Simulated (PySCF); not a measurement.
Molecule (SMILES): N#N (N2).
Geometry (B3LYP-D3(BJ)/def2-TZVP, fixed):
```
N
N 1 1.0909
```
Charge 0, spin multiplicity 1.

Basis-set convergence of the mean static polarisability at PBE0 with PySCF. All functions are spherical. Density fitting with generated auxiliary sets. No added dispersion term, no relativity. Reference: the value in aug-cc-pV5Z, 11.80 bohr³. Deviations are taken from unrounded values.

```json
[
 {"basis": "STO-3G", "functions": "10", "mean static polarisability (bohr³)": "3.85", "minus reference (%)": "-67.4"},
 {"basis": "3-21G", "functions": "18", "mean static polarisability (bohr³)": "6.80", "minus reference (%)": "-42.4"},
 {"basis": "6-31G", "functions": "18", "mean static polarisability (bohr³)": "7.95", "minus reference (%)": "-32.6"},
 {"basis": "def2-SVP", "functions": "28", "mean static polarisability (bohr³)": "8.30", "minus reference (%)": "-29.7"},
 {"basis": "def2-SVPD", "functions": "40", "mean static polarisability (bohr³)": "10.91", "minus reference (%)": "-7.6"},
 {"basis": "6-311++G(2d,2p)", "functions": "54", "mean static polarisability (bohr³)": "10.77", "minus reference (%)": "-8.8"},
 {"basis": "cc-pVTZ", "functions": "60", "mean static polarisability (bohr³)": "9.68", "minus reference (%)": "-18.0"},
 {"basis": "pcseg-2", "functions": "60", "mean static polarisability (bohr³)": "10.36", "minus reference (%)": "-12.2"},
 {"basis": "pcseg-3", "functions": "120", "mean static polarisability (bohr³)": "11.21", "minus reference (%)": "-5.0"}
]
```

Of the sets listed that have larger relatives (same family, alike in diffuse functions), none stays within 2 % of the reference together with them.
